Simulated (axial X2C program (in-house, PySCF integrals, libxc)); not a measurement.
# Worked dissociation energy of LiP⁻: MP2, spin-free

Computed with an in-house all-electron X2C program for linear molecules (integrals from PySCF). Spin-free means the one-electron spin-free X2C Hamiltonian. Basis: P dyall-av3z [9s8p3d2f], Li dyall-av3z [9s9p3d] (cores contracted in-house); Gaussian nuclei, density fitting, unrestricted open shells. Masses: P 30.974 u, Li 7.016 u.

Molecular state: M_S = 3/2, Λ = 0 (beyond evenly filled blocks: σα, π+α, π-α).

Correlated methods: 7 electrons correlated (number of frozen shells: P 2 s, 1 p; Li 1 s), 191 virtual spin orbitals or spinors in MP2.

```
E(P-) (2M_S = 2, M_L = 0) : -341.638642 hartree
E(Li) (2M_S = 1, M_L = 0) : -7.433422 hartree
E(LiP⁻) at Re             : -349.130621 hartree
ωe                        : 388.1 cm⁻¹
ωexe                      : 3.92 cm⁻¹
```

Q: Work out De and D0.

A: De = -341.638642 + (-7.433422) − (-349.130621) = 0.05856 hartree = 1.593 eV. The zero-point energy is ωe/2 − ωexe/4 = 193 cm⁻¹ = 0.024 eV, so D0 = 1.569 eV.

One determinant describes the state; a PBE0 search over occupations chose it and may have missed a lower one. Dissociation energies refer to the lowest single-determinant-based atoms at the same level and basis. PBE0 can misorder states that lie within some tenths of an eV, so this need not be the ground state of the molecule. The nearest other spin-free determinant of the search, M_S = 1/2, Λ = 0, lies 0.02 eV up at the distance of the search.

Each atomic determinant is the lowest at this level and need not be a pure term. Totals compare only within one Hamiltonian and basis.
